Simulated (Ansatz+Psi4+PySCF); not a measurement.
Results of a calculation; reference values are marked as such.
A run of PySCF 2.14.0 on singlet C2H4 at this shape:

```yaml
atoms:
  - { symbol: C, position_ang: [0.0000, 0.0000, 0.6656] }
  - { symbol: C, position_ang: [0.0000, 0.0000, -0.6656] }
  - { symbol: H, position_ang: [0.0000, 0.9215, 1.2317] }
  - { symbol: H, position_ang: [0.0000, -0.9215, 1.2317] }
  - { symbol: H, position_ang: [0.0000, 0.9215, -1.2317] }
  - { symbol: H, position_ang: [0.0000, -0.9215, -1.2317] }
```

Its results:

```json
{
  "Converged": "yes",
  "Reference energy": "-78.06390 hartree",
  "Correlation energy": "-0.33539 hartree",
  "Total energy": "-78.39929 hartree",
  "Spin squared of the determinant": "0.000"
}
```

Q: Which input gives this output? Name the method, the orbitals and the basis set, and write the input.

A: RHF-MP2 in cc-pVTZ. An unrestricted run that stays on the closed shell gives the same numbers.

```python
from pyscf import gto, scf, mp

mol = gto.M(atom="""
C 0.000000 0.000000 0.665590
C 0.000000 0.000000 -0.665590
H 0.000000 0.921490 1.231670
H 0.000000 -0.921490 1.231670
H 0.000000 0.921490 -1.231670
H 0.000000 -0.921490 -1.231670
""", basis='cc-pvtz', charge=0, spin=0)
mf = scf.RHF(mol)
mf.kernel()
pt = mp.MP2(mf, frozen=2).run()
print(mf.e_tot, pt.e_corr, pt.e_tot)
```
